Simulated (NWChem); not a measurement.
# PN (phosphorus nitride): levels of theory compared

Aim: a comparison of 6 runs (B3LYP/aug-cc-pVTZ, M06-L/aug-cc-pVTZ, PBE/aug-cc-pVTZ, PBE0/aug-cc-pVTZ, SVWN5/aug-cc-pVTZ, revPBE/aug-cc-pVTZ) of PN (phosphorus nitride). 

The results are computed with NWChem 7.3.0.

## 1. The system as given

The species is PN (2 atoms), meant as a singlet with charge 0. As SMILES, `N#P`. Geometry: the measured bond length.

Bond lengths: N1–P2 1.491 Å.

## 2. Energy and forces at B3LYP/aug-cc-pVTZ (run 1)

File np.nw:

```
start np
memory stack 880 mb heap 220 mb global 1100 mb

geometry noautosym nocenter noautoz
N      0.000000     0.000000     0.000000
P      0.000000     0.000000     1.490866
end

basis spherical bse
* library aug-cc-pVTZ
end

dft
xc b3lyp
grid fine
convergence energy 1e-08
iterations 100
mulliken
noprint "final vectors analysis"
end

task dft gradient
```

Run with:

```console
$ nwchem np.nw > np.out
```

The log of the run:

```text
[...]
          Wavefunction type:  closed shell.
          No. of atoms     :     2
          No. of electrons :    22
[...]
          Charge           :     0
          Spin multiplicity:     1
[...]
          AO basis - number of functions:    96
[...]
              XC Information
              --------------
                         B3LYP Method XC Potential
                     Hartree-Fock (Exact) Exchange  0.200
                        Slater Exchange Functional  0.800 local
                    Becke 1988 Exchange Functional  0.720 non-local
              Lee-Yang-Parr Correlation Functional  0.810
                  VWN I RPA Correlation Functional  0.190 local
[...]
 d= 0,ls=0.0,diis     1   -396.0356141279 -4.33D+02  1.11D-02  6.67D-01     5.0
[...]
 d= 0,ls=0.0,diis    10   -396.1175741258 -1.01D-10  4.52D-08  1.59D-10    23.6
         Total DFT energy =     -396.117574125791
      One electron energy =     -619.950758419537
           Coulomb energy =      216.610352313597
    Exchange-Corr. energy =      -30.046520963019
 Nuclear repulsion energy =       37.269352943167
[...]
      Total Density - Mulliken Population Analysis
     ---------------------------------------------
    Atom       Charge   Shell Charges
 -----------   ------   -------------------------------------------------------
    1 N    7     7.53   1.94  0.25  1.00  0.60  0.06  0.92  1.57  1.01  0.07  0.01  0.04  0.04  0.00  0.00
    2 P   15    14.47   2.00  1.84  0.24  1.12  0.63  0.03  5.75  0.62  1.59  0.54 -0.00  0.07  0.04 -0.01  0.02 -0.01
[...]
  wavefunction    = closed shell
                         DFT ENERGY GRADIENTS
    atom               coordinates                        gradient
                 x          y          z           x          y          z
   1 N       0.000000   0.000000   0.000000    0.000000   0.000000  -0.003988
   2 P       0.000000   0.000000   2.817328   -0.000000  -0.000000   0.003988
[...]
```

Wall time 46 s (1 thread of Intel Xeon Platinum 8488C (Sapphire Rapids), shared host); peak memory 0.12 GiB.

## 3. Energy and gradient at M06-L/aug-cc-pVTZ (run 2)

File run.py:

```python
from ase import Atoms
from ase.calculators.nwchem import NWChem

system = Atoms(['N', 'P'], positions=[
    [0.000000, 0.000000, 0.000000],
    [0.000000, 0.000000, 1.490866],
])

calc = NWChem(
    label='sp',
    theory='dft',
    memory='2200 mb',
    basis='aug-cc-pVTZ',
    basispar='spherical bse',
    dft={'xc': 'm06-l', 'mult': '1', 'grid': 'fine', 'convergence': 'energy 1e-08', 'iterations': '100', 'mulliken': None},
)
system.calc = calc

forces = system.get_forces()
print(f"energy = {system.get_potential_energy():.6f} eV")
print("forces (eV/A):")
for s, f in zip(system.symbols, forces):
    print(f"{s:2s} {f[0]:10.5f} {f[1]:10.5f} {f[2]:10.5f}")
print("dipole (e A):", system.get_dipole_moment().round(4))
```

Run with:

```console
$ export ASE_NWCHEM_COMMAND="nwchem PREFIX.nwi > PREFIX.nwo"
$ python run.py
```

The log of the run:

```text
energy = -10777.975763 eV
forces (eV/A):
N     0.00000   -0.00000   -0.14660
P    -0.00000    0.00000    0.14660
dipole (e A): [ 0.     -0.      0.5745]
```

The calculator wrote sp.nwi:

```
title "sp"

permanent_dir sp

scratch_dir sp

start sp

geometry units angstrom nocenter noautosym noautoz
  N  0.0000000000000000e+00 0.0000000000000000e+00 0.0000000000000000e+00
  P  0.0000000000000000e+00 0.0000000000000000e+00 1.4908660000000000e+00
end

memory 2200 mb

basis spherical bse noprint
   * library aug-cc-pVTZ
end

dft
  xc m06-l
  mult 1
  grid fine
  convergence energy 1e-08
  iterations 100
  mulliken
end

task dft gradient
```

sp.nwo:

```text
Northwest Computational Chemistry Package (NWChem) 7.3.0
             --------------------------------------------------------

           Job information
           ---------------

    nwchem branch   = 7.3.0
    use scalapack   = T
    input           = sp.nwi
    prefix          = sp.
    data base       = sp/sp.db
    status          = startup
    nproc           =        1

           Memory information
           ------------------

    heap     =     72089596 doubles =      550.0 Mbytes
    stack    =     72089601 doubles =      550.0 Mbytes
    global   =    144179200 doubles =     1100.0 Mbytes (distinct from heap & stack)
    total    =    288358397 doubles =     2200.0 Mbytes
    verify   = yes
    hardfail = no

[... 72 lines left out ...]
  convergence criterion.
[... 36 lines left out ...]
          Spatial weights used:  Erf1
[... 71 lines left out ...]
         Total DFT energy =     -396.083306942413
[... 3 lines left out ...]
 Nuclear repulsion energy =       37.269352943167
[... 776 lines left out ...]
          Convergence on gradient requested:  5.00D-04
[... 23 lines left out ...]
          total energy or number of iterations.
[... 18 lines left out ...]
                            NWChem DFT Gradient Module
                            --------------------------

                                        sp

  charge          =   0.00
  wavefunction    = closed shell

                         DFT ENERGY GRADIENTS

    atom               coordinates                        gradient
                 x          y          z           x          y          z
   1 N       0.000000   0.000000   0.000000   -0.000000   0.000000   0.002851
   2 P       0.000000   0.000000   2.817328    0.000000  -0.000000  -0.002851

                 ----------------------------------------
                 |  Time  |  1-e(secs)   |  2-e(secs)   |
                 ----------------------------------------
                 |  CPU   |       0.01   |      22.49   |
                 ----------------------------------------
                 |  WALL  |       0.01   |      22.49   |
                 ----------------------------------------

 Task  times  cpu:       59.2s     wall:       59.2s
 Total times  cpu:       59.3s     wall:       59.3s
```

It took 61 s on 1 thread of Intel Xeon Platinum 8488C (Sapphire Rapids), shared host; peak memory 0.12 GiB.

Runs 3 to 5 aren't shown in full; the table further down has their settings and results.

## 4. Energy and forces at revPBE/aug-cc-pVTZ (run 6)

File np.nw:

```
echo
start np
title "NP"
memory 2200 mb

geometry units angstrom noautosym nocenter noautoz
 N      0.000000     0.000000     0.000000
 P      0.000000     0.000000     1.490866
end

basis spherical bse
 N library aug-cc-pVTZ
 P library aug-cc-pVTZ
end

dft
 xc revpbe cpbe96
 grid fine
 convergence energy 1e-08
 maxiter 100
 mulliken
 noprint "final vectors analysis"
end

task dft gradient
```

Run with:

```console
$ nwchem np.nw > np.out
```

The log of the run:

```text
[...]
          Wavefunction type:  closed shell.
          No. of atoms     :     2
          No. of electrons :    22
[...]
          Charge           :     0
          Spin multiplicity:     1
[...]
          AO basis - number of functions:    96
[...]
              XC Information
              --------------
                        RevPBE Exchange Functional  1.000
            Perdew 1991 LDA Correlation Functional  1.000 local
           PerdewBurkeErnz. Correlation Functional  1.000 non-local
[...]
 d= 0,ls=0.0,diis     1   -395.9381676591 -4.33D+02  1.42D-02  6.99D-01     4.9
[...]
 d= 0,ls=0.0,diis     8   -396.0252215518 -1.09D-09  2.71D-06  8.43D-08    29.5
         Total DFT energy =     -396.025221551821
      One electron energy =     -619.929800532649
           Coulomb energy =      216.585568725999
    Exchange-Corr. energy =      -29.950342688338
 Nuclear repulsion energy =       37.269352943167
[...]
      Total Density - Mulliken Population Analysis
     ---------------------------------------------
    Atom       Charge   Shell Charges
 -----------   ------   -------------------------------------------------------
    1 N    7     7.52   1.95  0.25  1.00  0.62  0.08  0.91  1.58  0.96  0.07  0.00  0.04  0.05  0.00  0.00
    2 P   15    14.48   2.00  1.84  0.22  1.12  0.60  0.04  5.75  0.61  1.67  0.51 -0.00  0.07  0.05 -0.01  0.02 -0.01
[...]
  wavefunction    = closed shell
                         DFT ENERGY GRADIENTS
    atom               coordinates                        gradient
                 x          y          z           x          y          z
   1 N       0.000000   0.000000   0.000000    0.000000  -0.000000   0.022684
   2 P       0.000000   0.000000   2.817328   -0.000000   0.000000  -0.022684
[...]
```

It took 52 s on 1 thread of Intel Xeon Platinum 8488C (Sapphire Rapids), shared host; peak memory 0.13 GiB.

## 5. Overview of the runs

| run | level | energy (Eh) | dipole moment (D) | largest force (eV/Å) | wall time |
| --- | --- | --- | --- | --- | --- |
| 1 | B3LYP/aug-cc-pVTZ | -396.117574 | 2.87 | 0.205 | 46 s |
| 2 | M06-L/aug-cc-pVTZ | -396.083307 | 2.76 | 0.147 | 61 s |
| 3 | PBE/aug-cc-pVTZ | -395.884298 | 2.67 | 0.913 | 56 s |
| 4 | PBE0/aug-cc-pVTZ | -395.900068 | 2.83 | 0.455 | 48 s |
| 5 | SVWN5/aug-cc-pVTZ | -394.408730 | 2.76 | 0.131 | 47 s |
| 6 | revPBE/aug-cc-pVTZ | -396.025222 | 2.63 | 1.166 | 52 s |

## 6. Outcome

| quantity | value |
| --- | --- |
| run 6: total energy | -396.02522 Eh |
| run 6: dipole moment | 2.63 D |
| run 6: largest force on an atom | 1.166 eV/Å |

The dipole moment (its size) runs from 2.63 D (revPBE/aug-cc-pVTZ) to 2.87 D (B3LYP/aug-cc-pVTZ). Totals of different functionals can't be ranked against each other. All runs together took 5.2 min, the longest 61 s.
